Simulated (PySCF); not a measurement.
Species: cyanide, CN (charge -1).
Z-matrix (Å and degrees, PBE0-D3(BJ)/def2-SVP geometry), rows numbered from 1:
```
C 
N   1  1.1780
```

Level: PBE0/pcSseg-1 in PySCF, non-relativistic, on one gas-phase PBE0-D3(BJ)/def2-SVP geometry that isn't relaxed in the solvent. The solvent is an IEF-PCM continuum (Bondi radii, 1.10 Å for H, scaled by 1.2). The model holds no explicit solvent molecules, cavitation or dispersion.

| run | E − E(gas) (kJ/mol) | HOMO (eV) | HOMO–LUMO gap (eV) |
| --- | --- | --- | --- |
| gas | 0.00 | -0.53 | 9.52 |
| P | -270.57 | -6.15 | 9.57 |
| Q | -289.81 | -6.55 | 9.57 |

Task: The runs were made in acetone and dichloromethane. Which run belongs to which solvent?

Result: P = dichloromethane, Q = acetone. The dielectric constants are 8.93 (dichloromethane), 20.49 (acetone), and the energy falls further as ε rises. In this model the ground state sees the solvent through ε alone.

Task: How constant is the ratio of the lowering to 1 − 1/ε?

Result: 
| solvent | 1 − 1/ε | E − E(gas) (kJ/mol) | ratio (kJ/mol) | polarisation term (kJ/mol) |
| --- | --- | --- | --- | --- |
| dichloromethane | 0.888 | -270.57 | -304.7 | -270.76 |
| acetone | 0.951 | -289.81 | -304.7 | -290.05 |

The ratio changes by 0.0 % in size from dichloromethane to acetone. The polarisation term is half the interaction of the solute with the induced surface charges.
